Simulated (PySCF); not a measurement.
Method: PySCF with B3LYP-D3(BJ)/def2-TZVP // PBE0-D4/def2-TZVP. Isolated molecules, 0 K electronic values unless said otherwise. B3LYP has the VWN-RPA correlation part, as in Gaussian. 

Reference species (SMILES): `[GeH3]` (neutral, multiplicity 2).

```yaml
highest_occupied_spin_orbital: -6.01 eV
```

Changed species: `[S]C` (radical fragment; the reference has radical fragment).

Q: Give the shifts of the highest occupied spin orbital.

A: the highest occupied spin orbital decreases by 0.35 eV, to -6.36 eV.
